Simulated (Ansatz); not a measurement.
HgS (P3₂21, No. 154) was calculated with LDA in Ansatz (plane waves, PAW).

Numerical settings: plane-wave cutoff 520 eV, 12×12×4 k mesh (along the axes of the cell as run), Fermi–Dirac smearing 0.01 eV, scalar-relativistic PAW data made under PBE.

Energies at three volumes about the minimum:

| V (Å³/atom) | E − E_lowest (meV/atom) |
|---|---|
| 21.395 | 1.06 |
| 21.831 | 0.00 |
| 22.268 | 0.90 |

Problem. Fit a parabola by hand: where is the minimum, and what is the bulk modulus?

Solution. Slopes: (0.00 − 1.06)/(21.831 − 21.395) = -2.431 and (0.90 − 0.00)/(22.268 − 21.831) = 2.059 meV/Å³. Curvature E″ = 2 × (2.059 − (-2.431))/(22.268 − 21.395) = 10.286 meV/Å⁶. From the middle of the first interval, the slope vanishes at V0 = 21.6130 − (-2.431)/10.286 = 21.849 Å³/atom. B = V0 E″ = 21.849 × 10.286 meV/Å³ × 0.1602 GPa per meV/Å³ = 36.0 GPa. The full Birch–Murnaghan fit to all volumes gives V0 = 21.833 Å³/atom and B0 = 35.8 GPa.

Shape and atoms are relaxed at each volume.

Measured, for comparison: equilibrium volume per atom 23.55 Å³/atom (temperature not stated, not corrected to a static lattice, from a published cell, temperature and pressure not stated; as tabulated in P. Auvray and F. Genet, Bulletin de la Societe Francaise de Mineralogie et de Cristallographie 96, 218 (1973)). Computed less measured: equilibrium volume per atom -7.3 %.

Note: the volume lies 7 % below that of the published cell.

Ansatz is a program for electronic structure.
